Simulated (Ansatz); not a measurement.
A calculation with Ansatz (development build ahead of 0.2.0).

```yaml
crystal:
  periodic: [false, false, false]
  atoms:
    - { symbol: C, position_ang: [1.19978, -0.0047, 0.00864] }
    - { symbol: C, position_ang: [0.36627, 1.15033, 0.00418] }
    - { symbol: C, position_ang: [-0.96447, 0.70327, -0.00574] }
    - { symbol: C, position_ang: [-0.98157, -0.70592, 0.00319] }
    - { symbol: C, position_ang: [0.36778, -1.13341, 7.0e-05] }
    - { symbol: H, position_ang: [2.29421, -0.00653, -0.00689] }
    - { symbol: H, position_ang: [0.71531, 2.18337, -0.00828] }
    - { symbol: H, position_ang: [-1.86722, 1.35287, -0.00441] }
    - { symbol: H, position_ang: [-1.86165, -1.35717, 0.00666] }
    - { symbol: H, position_ang: [0.71133, -2.17711, 0.00608] }
basis:
  gaussian: { orbitals: STO-3G }
total_charge: -1
hamiltonian:
  xc: hf
correlation:
  method: mp2
  frozen_orbitals: { C: 1, H: 0 }
```

The input is written out in the form of the current development build from the run's settings.

Output:

```
Converged                       : yes
Reference energy                : -189.72759 hartree
Correlation energy              : -0.28857 hartree
Total energy                    : -190.01616 hartree
Spin squared of the determinant : 0.000
```

Caution: no diffuse functions for an anion.
